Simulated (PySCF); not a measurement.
## Working out the electron affinity of P

P⁻ [Ne] 3s2 3p4 (3P) → P [Ne] 3s2 3p3 (4S). Computed with PySCF 2.14 in def2-QZVPPD (10s6p5d2f1g, 76 functions), with no relativity, point nucleus. Frozen: 1s2. Energies in hartree (1 hartree = 27.21139 eV):

| part | P⁻ (lower) | P (upper) |
| --- | --- | --- |
| UHF | -340.702276 | -340.719050 |
| MP2 opposite-spin | -0.222251 | -0.196200 |
| MP2 same-spin | -0.084156 | -0.081102 |

Question: What does Hartree-Fock give?

Answer: (-340.719050) − (-340.702276) = -0.016774 hartree = -0.456 eV.

Question: What do MP2 and SCS-MP2 (6/5 opposite-spin, 1/3 same-spin) give?

Answer: The opposite-spin parts differ by 0.709 eV and the same-spin parts by 0.083 eV. MP2: -0.456 + (0.709) + (0.083) = 0.336 eV. SCS-MP2: -0.456 + 1.2 × (0.709) + (0.083)/3 = 0.422 eV.

A first-order spin-orbit estimate adds 0.012 eV to MP2 (valence and next inner shell), giving 0.348 eV against 0.747 eV (measured; photodetachment measurements, as compiled on the Wikipedia data page of electron affinities).

What remains against the reference includes basis incompleteness, the frozen core and correlation beyond second order.
